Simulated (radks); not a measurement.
# P²⁺ in [Ne] 3s2 3p1: an all-electron calculation

An exercise on one series of results from a longer session: the logs are not shown, and one member is left open.

Method: scalar-relativistic Kohn-Sham, TASK exchange with Perdew-Wang LDA correlation, spin-polarised, spherical densities, finite nucleus; open shells are filled with parallel spins first. Code: radks (a radial shooting solver on a logarithmic mesh, Libxc functionals) version 1.

**Starting point**

| Item | Value |
| --- | --- |
| element | phosphorus (Z = 15) |
| charge | +2 |
| electrons | 13 |
| configuration | [Ne] 3s2 3p1 |
| nuclear rms radius | 3.1889 fm |

Outer shells as boxes (Hund's rule):

P²⁺
```
[Ne] core
3s [↑↓]
3p [↑ ][  ][  ]
```

The first run:

Settings of this run:

```text
Z 15
configuration [Ne] 3s2 3p1
relativity scalar-relativistic
functional task,pw
spin polarised
nucleus finite rms 3.1889 fm
c 137.035999084
```

Among the steps run: Self-consistent calculation.

One table of the session follows, with a row left open; its other results are not shown here.

It belongs to the step «Orbitals and density». Radial moments (bohr):

```
  level     <r>  outermost maximum (interpolated)  90 % within  nodes
  1s up  0.1038                            0.0677        0.186      0
1s down  0.1038                            0.0677        0.186      0
  2s up  0.5180                             0.419        0.813      1
2s down  0.5179                             0.419        0.812      1
  2p up  0.4825                             0.354        0.805      0
2p down       ?                                 ?            ?      ?
  3s up   1.772                              1.54         2.63      2
3s down   1.785                              1.54         2.65      2
  3p up   1.955                              1.69         2.93      1
3p down   1.929                              1.69         2.89      1
```

Estimate the missing values for 2p down.

The run gave: <r>: 0.4821; outermost maximum (interpolated): 0.354; 90 % within: 0.803; nodes: 0. In the column «<r>» it lies between 1s down (0.1038) and 2p up (0.4825).

Caveats from the session: Open shells are spherical and high-spin; term and fine-structure splittings are not resolved.
